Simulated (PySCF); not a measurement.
# Frontier orbitals and the lowest excitations

Species: HC≡CCH2F, C₃H₃F.
Structure used (GFN2-xTB), in Å, numbered top down from 1:
```
atom  x, y, z in Å
C1     1.706    0.163    0.029
C2     0.522   -0.009    0.010
C3    -0.919   -0.153   -0.018
F4    -1.541    1.072   -0.111
H5     2.747    0.293    0.047
H6    -1.233   -0.738   -0.891
H7    -1.279   -0.624    0.906
```

Computed with TDDFT PBE0/def2-SVPD, vertical, gas phase, core orbitals frozen in the response (PySCF 2.14.0, density-fitted response routines).

Kohn–Sham orbitals with the atoms that hold most of them (Löwdin shares over 4%, at most four atoms; ? is withheld):

```tsv
orbital	ε (eV)	atoms
LUMO+2	0.85	C3 24%, C1 24%, C2 23%, H6 11%
LUMO+1	0.82	C1 33%, C2 30%, H5 12%, C3 11%
LUMO	-0.03	?
HOMO	-8.28	C1 41%, C2 38%, C3 8%
HOMO-1	-8.65	?
HOMO-2	-10.61	F4 59%, C3 17%, C2 7%, H6 7%
HOMO-3	-10.80	F4 66%, C3 16%, C2 9%, H6 4%
```

Give the leading atoms of the LUMO.

C1 (bonded to C and H) 30%; C2 (bonded to 2 C) 26%; C3 (bonded to C, F and 2 H) 17%; F4 (bonded to C) 11%. By element: carbon 72%, fluorine 11%.

Give the leading atoms of the HOMO-1.

C2 (bonded to 2 C) 44%; C1 (bonded to C and H) 42%; C3 (bonded to C, F and 2 H) 5%; F4 (bonded to C) 4%. By element: carbon 91%, fluorine 4%.

The HOMO–LUMO gap is 8.25 eV. Where does the response calculation put the lowest singlet, and from which orbitals?

S1 is at 6.18 eV (f = 0.0004), 2.07 eV below the gap, made of HOMO→LUMO (95%). 

Give energy, strength and leading configuration of S1 and S7, and follow the Löwdin shares of the leading atoms from the occupied to the empty orbital.

- S1 (6.18 eV, f 0.0004), HOMO→LUMO (95%): C1 41% → 30%, C2 38% → 26%
- S7 (8.86 eV, f 0.0001), HOMO-2→LUMO (92%): F4 59% → 11%, C3 17% → 17%, C1 at most 7% → 30%, C2 7% → 26%

Löwdin shares depend on the basis, the more so with diffuse functions.
